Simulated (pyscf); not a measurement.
HO–SiH₂• + hydrogen fluoride (HF) → F–SiH₂• + water (H₂O) (four-centre exchange; doublet surface; O–Si, F–H broken, F–Si, H–O formed). Structures and frequencies: ωB97X-D3(BJ)/def2-SVP in PySCF. MP2 and CC: frozen core, UHF for open shells. ΔMP2 is the change of the MP2 total energy from the triple- to the quadruple-zeta basis. Energies in kcal/mol from the separated reactants.

```json
[
 {"level": "ωB97X-D3(BJ)/def2-TZVP", "barrier": "15.7", "reaction energy": "-8.7"},
 {"level": "r²SCAN/def2-TZVP", "barrier": "12.1", "reaction energy": "-9.1"},
 {"level": "PBE0-D3(BJ)/def2-TZVP", "barrier": "13.4", "reaction energy": "-8.4"},
 {"level": "HF/def2-TZVP", "barrier": "31.5", "reaction energy": "-10.4"},
 {"level": "CCSD/def2-TZVPP", "barrier": "20.5", "reaction energy": "-8.7"},
 {"level": "CCSD(T)/def2-TZVPP", "barrier": "18.3", "reaction energy": "-8.5"},
 {"level": "CCSD(T)/def2-TZVPP + ΔMP2(QZVPP)", "barrier": "18.3", "reaction energy": "-8.7"}
]
```

Of the functionals in the table, ωB97X-D3(BJ) is closest to CCSD(T)/def2-TZVPP + ΔMP2(QZVPP) in the barrier (2.7 kcal/mol apart) and r²SCAN least close (6.3 kcal/mol); that level has limits of its own. On the reactant side the descent ends in a complex, 7.1 kcal/mol under the separated species and 22.8 kcal/mol under the saddle at ωB97X-D3(BJ)/def2-TZVP. On the product side the descent ends in a complex, 4.1 kcal/mol under the separated species and 28.4 kcal/mol under the saddle at ωB97X-D3(BJ)/def2-TZVP. This is the saddle that the search found; another between the same sides may lie lower. The CCSD(T) − MP2 part came from Ansatz, without density fitting, on the same reference.
